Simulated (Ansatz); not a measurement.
Chalcopyrite CuGaSe₂ was calculated with r²SCAN in Ansatz (plane waves, PAW).

Run with plane-wave cutoff 560 eV, 8×8×8 k mesh, Fermi–Dirac smearing 0.01 eV, no spin polarisation, scalar-relativistic PAW data made under PBE.

Energies at three volumes about the minimum:

| V (Å³/atom) | E − E_lowest (meV/atom) |
|---|---|
| 21.383 | 1.94 |
| 21.819 | 0.00 |
| 22.256 | 1.86 |

Q: Fit a parabola by hand: where is the minimum, and what is the bulk modulus?

A: Slopes: (0.00 − 1.94)/(21.819 − 21.383) = -4.450 and (1.86 − 0.00)/(22.256 − 21.819) = 4.256 meV/Å³. Curvature E″ = 2 × (4.256 − (-4.450))/(22.256 − 21.383) = 19.945 meV/Å⁶. From the middle of the first interval, the slope vanishes at V0 = 21.6010 − (-4.450)/19.945 = 21.824 Å³/atom. B = V0 E″ = 21.824 × 19.945 meV/Å³ × 0.1602 GPa per meV/Å³ = 69.7 GPa. The full Birch–Murnaghan fit to all volumes gives V0 = 21.815 Å³/atom and B0 = 69.7 GPa.

Shape and atoms are relaxed at each volume.

Ansatz is a program for electronic structure.
